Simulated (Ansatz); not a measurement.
# BH6P: the cost of one run

All numbers below are computed with Ansatz 0.2.0 (RKS PBE-D4/def2-mTZVP).

### Step 1. Starting point

Bond lengths: B1–H3 1.190 Å, B1–H4 1.190 Å, B1–P5 2.210 Å, P5–H6 1.420 Å, P5–H7 1.420 Å, P5–H8 1.564 Å. Angles: H3–B1–H4 120.0°, H3–B1–P5 97.0°, H4–B1–P5 101.2°, B1–P5–H6 109.5°, B1–P5–H7 109.5°, B1–P5–H8 56.9°, H6–P5–H7 109.4°, H6–P5–H8 144.5°, H7–P5–H8 106.1°.

Coordinates:

```xyz
8

B     0.0000    0.0000    0.0000
H     0.0000    0.0000    1.5400
H     1.0305    0.0000   -0.5950
H    -1.0305    0.0000   -0.5950
P     0.0924   -2.0952    0.6969
H    -0.6759   -2.9172   -0.1694
H     1.4420   -2.5368    0.6936
H     0.0385   -0.8732    1.6712
```

### Step 2. A restrained relaxation towards end A

Springs on the bonds that form and break draw the guess towards this end; the thresholds are loose.

input.yaml reads:

```yaml
crystal:
  periodic: [false, false, false]
  atoms:
    - { symbol: B, position_ang: [0.0, 0.0, 0.0] }
    - { symbol: H, position_ang: [0.0, 0.0, 1.54] }
    - { symbol: H, position_ang: [1.0305, 0.0, -0.595] }
    - { symbol: H, position_ang: [-1.0305, 0.0, -0.595] }
    - { symbol: P, position_ang: [0.0924, -2.0952, 0.6969] }
    - { symbol: H, position_ang: [-0.6759, -2.9172, -0.1694] }
    - { symbol: H, position_ang: [1.442, -2.5368, 0.6936] }
    - { symbol: H, position_ang: [0.0385, -0.8732, 1.6712] }
basis:
  gaussian: { orbitals: def2-mTZVP }
hamiltonian:
  xc: pbe
  dispersion: d4
relax:
  f_tol: 0.15
  max_steps: 25
  restrain:
    - { distance: [0, 4], at: 3.11, k: 30.0 }
    - { distance: [7, 1], at: 1.86, k: 30.0 }
    - { distance: [0, 1], at: 1.19, k: 30.0 }
    - { distance: [7, 4], at: 1.42, k: 30.0 }
```

Command:

```sh
> ansatz run input.yaml --threads 1 --pin off --max-ram 2048MiB --backend cpu --events-out ev --progress --plain --runs-dir out
```

What time and memory should one allow on 1 thread of Arm Neoverse V2, shared host?

About 11 s, with a peak of 0.1 GiB.
